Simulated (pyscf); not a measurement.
Structures and frequencies: ωB97X-D3(BJ)/def2-SVP in PySCF. MP2 and CC: frozen core, UHF for open shells. ΔMP2 is the change of the MP2 total energy from the triple- to the quadruple-zeta basis.

Problem. Estimate by transition-state theory the rate constant of HO–B(F)–F + HCl → HO–B(F)–Cl + HF (singlet surface; B–F, Cl–H broken, B–Cl, F–H formed) at 1200 K, with CCSD(T)/def2-TZVPP + ΔMP2(QZVPP) energies (ideal gas, 1 atm, RRHO with modes under 100 cm⁻¹ raised to 100, one conformer, R ln 2 for chiral ones without a mode under 150 cm⁻¹; no tunnelling).

Solution. The electronic barrier is 34.0 kcal/mol and the thermal terms add +38.4, so ΔG‡ = 72.4 kcal/mol. With k_BT/h = 2.50e+13 s⁻¹ and RT = 2.385 kcal/mol, and a volume of 1.64e-19 cm³ per molecule at 1 atm, k = 2.7e-19 cm³ molecule⁻¹ s⁻¹. Wigner's tunnelling factor for 842i cm⁻¹ would be 1.04. A shift of 1 kcal/mol in the barrier changes k by a factor 1.5. The same reactants have a lower exit, to H₂O + F–B(F)–Cl (barrier +21.1 kcal/mol at ωB97M-D3(BJ)/def2-TZVP, against +31.6 kcal/mol here). One saddle was located; it need not be the lowest between these sides. The CCSD(T) − MP2 part came from Ansatz, without density fitting, on the same reference.
